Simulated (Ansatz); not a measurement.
`CCOCF`, charge 0, multiplicity 1.

(1) Give a relaxed structure at PBE0-D4/def2-TZVP (Ansatz). (An estimate is asked.)

Results:

(1) Ansatz gave: 
Z-matrix (Å, degrees):
```
C
C 1 1.505
H 1 1.092 2 110.1
H 1 1.091 2 110.6 3 -119.7
H 1 1.092 2 110.8 3 120.1
O 2 1.421 1 108.4 3 180.0
H 2 1.095 1 111.0 3 59.6
H 2 1.099 1 111.0 3 -60.3
C 6 1.361 2 114.3 1 174.8
F 9 1.385 6 111.4 2 71.0
H 9 1.091 6 107.7 2 -171.2
H 9 1.099 6 112.1 2 -47.8
```
This is one stationary point; other conformers may exist.
